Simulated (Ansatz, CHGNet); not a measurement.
Wurtzite CdS: properties by level of theory

Reference values: lattice constant a 4.136 Å (measured, temperature not stated, not corrected to a static lattice; as tabulated in Biswas et al. (2022), arXiv:2106.08875); lattice parameter c 6.714 Å (measured, temperature not stated, not corrected to a static lattice; as tabulated in Biswas et al. (2022), arXiv:2106.08875).

```
level (code)                   lattice constant a (Å)  lattice parameter c (Å)
-----------------------------  ----------------------  -----------------------
CHGNet 0.3.0                                    4.185                    6.918
PBE-D3(BJ) (Ansatz)                             4.143                    6.748
B3LYP (VWN-RPA form) (Ansatz)              (withheld)               (withheld)
```

Question: Fill in the missing entries.

Answer: 
- B3LYP (VWN-RPA form) (Ansatz, an electronic-structure program), lattice constant a (Å): 4.226
- B3LYP (VWN-RPA form) (Ansatz), lattice parameter c (Å): 6.887

Differences from the reference values (errors of the level alone only where the reference is corrected to a static lattice):

| level | lattice constant a (%) | lattice parameter c (%) |
|---|---|---|
| CHGNet 0.3.0 | +1.18 | +3.04 |
| PBE-D3(BJ) | +0.17 | +0.51 |
| B3LYP (VWN-RPA form) | +2.18 | +2.58 |

Nearest: lattice constant a, not ranked (reference at room or unstated temperature); lattice parameter c, not ranked (reference at room or unstated temperature).

Machine-learned potentials (CHGNet 0.3.0) are trained on DFT data: a solid inside that data is no test of them.

Ansatz's density-functional and Hartree–Fock values are scalar-relativistic unless marked +SOC, with PAW data made under PBE.

Differences are worked out from the printed values.

The computed numbers hold no vibrational or temperature effects.
